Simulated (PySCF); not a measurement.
CH6NSi (doublet state).
Numbering: `[CH3:1][NH:2][SiH2:3]` (hydrogens: H4, H5, H6 on C1; H7 on N2; H8, H9 on Si3)

Structure used (GFN2-xTB), in Å, numbered top down from 1:
```xyz
9
CH6NSi angstrom
C     -1.078   -0.341   -0.084
N     -0.090    0.713   -0.167
Si     1.594    0.415   -0.012
H     -0.673   -1.240   -0.542
H     -1.982   -0.052   -0.625
H     -1.356   -0.580    0.950
H     -0.461    1.592    0.162
H      1.963   -0.565   -1.024
H      2.097    0.064    1.317
```

The hyperfine couplings belong to this conformer and change with its torsions.

Computed, not measured: UKS B3LYP, pcH-1 on C H N Si, non-relativistic, mean-field spin-orbit, GIAO in PySCF 2.14.0. Geometry: GFN2-xTB, one conformer, isolated molecule. Couplings are sensitive to structure, and on GFN2-xTB geometries they can be far from those on DFT ones, by a factor of two or more for some ions and for spin on atoms past the first row. No stability test was run, so a lower SCF solution isn't excluded.

Task: Predict the first-order ENDOR lines of N2, H8/H9, H7 and H4/H5/H6 under fast tumbling at B = 340.5 mT (X band).

Result: ν± = |νn ± a/2|, one line for each electron-spin manifold; νn = |g_N| × 7.62259 MHz/T × B.

| nuclei | isotope | g_N | νn (MHz) | a_iso (MHz) | lower line (MHz) | upper line (MHz) |
| --- | --- | --- | --- | --- | --- | --- |
| N2 | 14N | 0.4038 | 1.05 | 19.42 | 8.66 | 10.76 |
| H8/H9 | 1H | 5.5857 | 14.50 | 51.48 | 11.24 | 40.24 |
| H7 | 1H | 5.5857 | 14.50 | 4.04 | 12.48 | 16.52 |
| H4/H5/H6 | 1H | 5.5857 | 14.50 | 2.60 | 13.20 | 15.80 |

Task: Which pairs are centred on the nuclear Larmor frequency, and which on half the coupling?

Result: Centred on νn, since |a| < 2νn: H7 and H4/H5/H6. Centred on |a|/2 and split by 2νn: N2 and H8/H9.

Task: At what field would the lower line of N2 fall to zero frequency?

Result: Where νn = |a|/2, that is B = 9.71 MHz/(0.4038 × 7.62259 MHz/T) = 3160 mT, as far as first order holds there.

Class means assume fast exchange of nuclei equivalent by connectivity; if that motion is slow, each nucleus keeps its own coupling. The 1H value of +51.5 MHz is a mean of couplings from 14.9 to 88.0 MHz in this one geometry, not an average over conformers.

The largest Mulliken spin population is on Si3 (+0.96). The angles at Si3 add up to 337.5°, so it is pyramidal.
